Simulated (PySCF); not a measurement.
PySCF input (CCSD(T)/cc-pVDZ):

```python
from pyscf import gto, scf, mp, cc as ccmod

mol = gto.M(
    atom='''
    Cl   -0.00000000   -0.00000000   -0.50551697
    O     0.00000000    0.00000000    1.07422357
    ''',
    basis='cc-pvdz',
    charge=0,
    spin=1,
    symmetry='C2v',
    verbose=4,
)

mf = scf.UHF(mol)
mf.conv_tol = 1e-10
mf.max_cycle = 100
mf.kernel()
mp2 = mp.MP2(mf, frozen=6).run()
cc = ccmod.CCSD(mf, frozen=6)
cc.max_cycle = 100
cc.kernel()
et = cc.ccsd_t()
print(f'E(CCSD(T)) = {cc.e_tot + et:.9f}')
```

End of the output:

```
Extra cycle  E= -534.256068909749  delta_E= -1.25e-12  |g|= 5.91e-07  |ddm|= 1.36e-06
converged SCF energy = -534.256068909749  <S^2> = 0.76252018  2S+1 = 2.0124812

******** <class 'pyscf.mp.ump2.UMP2'> ********
nocc = (np.int64(7), np.int64(6)), nmo = (26, 26)
frozen orbitals 6
E(UMP2) = -534.538864554633  E_corr = -0.282795644884302
E(SCS-UMP2) = -534.530231697824  E_corr = -0.274162788075125
E_corr(same-spin) = -0.075221522060812
E_corr(oppo-spin) = -0.20757412282349

******** <class 'pyscf.cc.uccsd.UCCSD'> ********
CC2 = 0
CCSD nocc = (np.int64(7), np.int64(6)), nmo = (26, 26)
frozen orbitals 6
max_cycle = 100
direct = 0
conv_tol = 1e-07
conv_tol_normt = 1e-06
diis_space = 6
diis_start_cycle = 0
diis_start_energy_diff = 1e+09
Init t2, MP2 energy = -0.282795646246069
Init E_corr(UCCSD) = -0.282795646246331
cycle = 1  E_corr(UCCSD) = -0.296201540864658  dE = -0.0134058946  norm(t1,t2) = 0.0786301
cycle = 2  E_corr(UCCSD) = -0.304383643328525  dE = -0.00818210246  norm(t1,t2) = 0.0298593
cycle = 3  E_corr(UCCSD) = -0.305788823496543  dE = -0.00140518017  norm(t1,t2) = 0.0254954
cycle = 4  E_corr(UCCSD) = -0.309940581744305  dE = -0.00415175825  norm(t1,t2) = 0.0175842
cycle = 5  E_corr(UCCSD) = -0.30970910513607  dE = 0.000231476608  norm(t1,t2) = 0.00658898
cycle = 6  E_corr(UCCSD) = -0.30970348595742  dE = 5.61917865e-06  norm(t1,t2) = 0.00108462
cycle = 7  E_corr(UCCSD) = -0.30975303918899  dE = -4.95532316e-05  norm(t1,t2) = 0.000502579
cycle = 8  E_corr(UCCSD) = -0.309740249491272  dE = 1.27896977e-05  norm(t1,t2) = 0.000189083
cycle = 9  E_corr(UCCSD) = -0.309735939667062  dE = 4.30982421e-06  norm(t1,t2) = 9.51549e-05
cycle = 10  E_corr(UCCSD) = -0.309736676805348  dE = -7.37138286e-07  norm(t1,t2) = 2.76907e-05
cycle = 11  E_corr(UCCSD) = -0.309736545760205  dE = 1.31045143e-07  norm(t1,t2) = 1.10063e-05
cycle = 12  E_corr(UCCSD) = -0.309736258018593  dE = 2.87741613e-07  norm(t1,t2) = 4.23973e-06
cycle = 13  E_corr(UCCSD) = -0.3097361003732  dE = 1.57645392e-07  norm(t1,t2) = 1.14831e-06
cycle = 14  E_corr(UCCSD) = -0.309736080501477  dE = 1.98717233e-08  norm(t1,t2) = 3.68107e-07
UCCSD converged
E(UCCSD) = -534.5658049902504  E_corr = -0.3097360805014772
UCCSD(T) correction = -0.00749108750972691
E(CCSD(T)) = -534.573296078
```
